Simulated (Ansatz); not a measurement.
## singlet SiS: levels of theory in one basis

```xyz
2

Si    0.0000    0.0000    0.0000
S     0.0000    0.0000    1.9290
```

Basis set: def2-SVP (spherical functions). Frozen core: 10 orbitals. Charge 0, multiplicity 1.

Computed with Ansatz (development build ahead of 0.2.0); each method stands on the lowest determinant of its kind that the runs found.

```
 method  E − E(RHF) (eV)  <S²> of the determinant
    RHF             0.00                        –
RHF-MP2            -5.47                        –
```

Q: What does RHF-CCSD(T) give on the same scale?

A: -6.37 eV.
